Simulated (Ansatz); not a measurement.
# CH₆NSi+ (SMILES C[SiH+]N): functionals against CCSD(T) at one geometry

One table from this session's results is given with a row withheld; the runs are named, their logs left out.

Computed with Ansatz 0.2.0, Gaussian basis. Level: single points in def2-TZVPP.

Cores are frozen in the correlated methods.

**The starting structure**

SMILES `C[SiH+]N`, 9 atoms, charge 1, spin multiplicity 1.

Atoms are counted from 1 here; the program's logs count them from 0.

Bond lengths: C1–Si2 1.857 Å, C1–H4 1.045 Å, C1–H5 0.972 Å, C1–H6 1.168 Å, Si2–N3 1.564 Å, Si2–H7 1.294 Å, N3–H8 1.003 Å, N3–H9 0.913 Å. Angles: Si2–C1–H4 108.7°, Si2–C1–H5 123.1°, Si2–C1–H6 106.6°, H4–C1–H5 102.6°, H4–C1–H6 107.3°, H5–C1–H6 107.7°, C1–Si2–N3 127.3°, C1–Si2–H7 113.8°, N3–Si2–H7 118.0°, Si2–N3–H8 139.1°, Si2–N3–H9 122.3°, H8–N3–H9 98.3°.

Geometry (Å):

```xyz
9
CH6NSi
C    -0.72780    0.90210   -0.80820
Si    0.58180   -0.26260   -0.19560
N     0.58310   -1.06790    1.14520
H    -1.62640    0.37680   -0.90290
H    -0.66590    1.37010   -1.65750
H    -0.88000    1.70270    0.02870
H     1.67840   -0.22180   -0.88210
H     1.18920   -1.67610    1.66400
H    -0.16270   -1.14940    1.66580
```

The first run:

run/in.yaml reads:

```yaml
crystal:
  periodic: [false, false, false]
  atoms:
    - {symbol: C, position_ang: [-0.727800, 0.902100, -0.808200]}
    - {symbol: Si, position_ang: [0.581800, -0.262600, -0.195600]}
    - {symbol: N, position_ang: [0.583100, -1.067900, 1.145200]}
    - {symbol: H, position_ang: [-1.626400, 0.376800, -0.902900]}
    - {symbol: H, position_ang: [-0.665900, 1.370100, -1.657500]}
    - {symbol: H, position_ang: [-0.880000, 1.702700, 0.028700]}
    - {symbol: H, position_ang: [1.678400, -0.221800, -0.882100]}
    - {symbol: H, position_ang: [1.189200, -1.676100, 1.664000]}
    - {symbol: H, position_ang: [-0.162700, -1.149400, 1.665800]}
basis:
  gaussian: {orbitals: def2-TZVPP}
total_charge: 1
correlation: {method: ccsd_t}
output: {forces: true}
```

No record of the launch command was kept for these runs.

Steps of the session up to this table: CCSD(T)/def2-TZVPP; PBE0-D4/def2-TZVPP; wB97M-V/def2-TZVPP; r2SCAN-D4/def2-TZVPP; PBE-D4/def2-TZVPP; r2SCAN0-D4/def2-TZVPP; CAM-B3LYP-D4/def2-TZVPP.

One table of the session follows, with a row left open; its other results are not shown here.

```
      method  RMS force component (eV/Å)  angle to CCSD(T) forces (°)
     CCSD(T)                       2.705                    reference
     PBE0-D4                           ?                            ?
     wB97M-V                       2.680                          1.5
   r2SCAN-D4                       2.707                          2.0
      PBE-D4                       2.783                          3.0
  r2SCAN0-D4                       2.669                          2.8
CAM-B3LYP-D4                       2.676                          2.4
```

Estimate the missing values for PBE0-D4.

As computed: RMS force component (eV/Å): 2.721; angle to CCSD(T) forces (°): 2.2. In the column «RMS force component (eV/Å)» it lies between r2SCAN-D4 (2.707) and PBE-D4 (2.783).
